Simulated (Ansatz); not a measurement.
System: antiferromagnetic bcc Cr. Method: r²SCAN in Ansatz (plane waves, PAW).

Settings: plane-wave cutoff 560 eV, 20×20×20 k mesh, Fermi–Dirac smearing 0.05 eV, spin-polarised with opposed moments, scalar-relativistic PAW data made under PBE.

Computed at the level's own relaxed cell.

Task: Predict the equilibrium volume per atom, bulk modulus, magnetic moment (largest site, within a sphere) and equilibrium lattice constant a.

Result: 
equilibrium volume per atom: 12.98 Å³/atom
bulk modulus: 107 GPa
magnetic moment (largest site, within a sphere): 2.51 μB
equilibrium lattice constant a: 2.961 Å

The run finds no gap.

Measured, for comparison: equilibrium volume per atom 11.91 Å³/atom, lattice constant a 2.877 Å (corrected for temperature and zero-point phonon effects; as tabulated in Levämäki et al. (2014), arXiv:1402.3671); bulk modulus 194 GPa (corrected for temperature and zero-point phonon effects, our sources range from 174 to 205; as tabulated in Levämäki et al. (2014), arXiv:1402.3671). Computed (rounded) less measured: equilibrium volume per atom +9.0 %, bulk modulus not scored (sources differ), lattice constant a +2.9 %.

Note: the commensurate order stands in for chromium's spin-density wave, and the size of the moments varies much between levels; the collinear magnetic order is the start's and need not be the measured one.

Moments are spin moments.

Static lattice: no zero-point or thermal effects.

The result took roughly 5 core-minutes.

Ansatz is a first-principles code.
